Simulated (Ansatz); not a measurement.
Ansatz (an electronic-structure program) input (CCSD(T)/aug-cc-pVDZ):

Ansatz 0.2 input:
```yaml
crystal:
  periodic: [false, false, false]
  atoms:
    - {symbol: C, position_ang: [0.08837911, 0.08579245, 0.08813120]}
    - {symbol: H, position_ang: [-0.59583251, -0.58847006, 0.64981294]}
    - {symbol: H, position_ang: [0.64811021, -0.59179503, -0.59439216]}
    - {symbol: H, position_ang: [-0.58255235, 0.66551036, -0.58420799]}
basis:
  gaussian:
    orbitals: aug-cc-pVDZ
total_charge: -1
magnetization: {spin_polarized: false}
correlation: {method: ccsd_t, electrons: outside_noble_gas}
output: {forces: true}
```

Output:

```
Functional definition: HF
integrals: 0.02 GiB planned
489 factors; integrals over basis functions are off by at most 8.7e-4 eV
mean field: 0.07 GiB planned
mean field evaluation 1: about -1074.5515 eV, gradient 1.1e1 eV
mean field evaluation 2: about -1074.5516 eV, gradient 1.1e1 eV
mean field evaluation 4: about -1075.1352 eV, gradient 8.9e-1 eV
mean field evaluation 8: about -1075.1516 eV, gradient 5.5e-2 eV
mean field evaluation 16: about -1075.1475 eV, gradient 3.4e-1 eV
mean field -1075.15167083 eV, -39.5110951390 hartree, gradient 2.1e-6 eV, S^2 0.000000; 0 other end points of the search recorded, 0 dependent functions left out
1 core orbitals not correlated
reference -1075.15167083 eV, -39.5110951390 hartree; 4, 4 occupied and 45, 45 virtual orbitals, 489 factors
densities: 0.10 GiB planned
second order -5.01036767 eV of doubles, -0.00000000 eV of singles
coupled cluster: 0.09 GiB planned
cycle   1  -5.32121168 eV  change   -3.1e-1 eV  update   5.9e-2
cycle   2  -5.46184973 eV  change   -1.4e-1 eV  update   1.9e-2
cycle   3  -5.50204784 eV  change   -4.0e-2 eV  update   1.0e-2
cycle   4  -5.50232654 eV  change   -2.8e-4 eV  update   3.3e-3
cycle   5  -5.50136433 eV  change    9.6e-4 eV  update   1.8e-3
cycle   6  -5.50120843 eV  change    1.6e-4 eV  update   7.1e-4
cycle   7  -5.50102886 eV  change    1.8e-4 eV  update   3.1e-4
cycle   8  -5.50107569 eV  change   -4.7e-5 eV  update   1.9e-4
cycle   9  -5.50104676 eV  change    2.9e-5 eV  update   1.2e-4
cycle  10  -5.50100665 eV  change    4.0e-5 eV  update   7.1e-5
cycle  11  -5.50103756 eV  change   -3.1e-5 eV  update   2.2e-5
cycle  12  -5.50104267 eV  change   -5.1e-6 eV  update   7.6e-6
cycle  13  -5.50104757 eV  change   -4.9e-6 eV  update   2.1e-6
perturbative correction -0.19708444 eV, -0.0072427197 hartree
the calculation of the forces begins
Total energy: -1080.84980285 eV, -39.7204976283 hartree
Atom 0 at     0.088379     0.085792     0.088131 Å, force     0.012572     0.012204     0.012537 eV/Å
Atom 1 at    -0.595833    -0.588470     0.649813 Å, force    -0.191181    -0.190082     0.364414 eV/Å
Atom 2 at     0.648110    -0.591795    -0.594392 Å, force     0.363864    -0.191565    -0.190748 eV/Å
Atom 3 at    -0.582552     0.665510    -0.584208 Å, force    -0.185255     0.369442    -0.186204 eV/Å
Dipole moment:    -0.232476    -0.225672    -0.231824 e Å
```

Whether it binds its extra electron was not tested at this geometry.
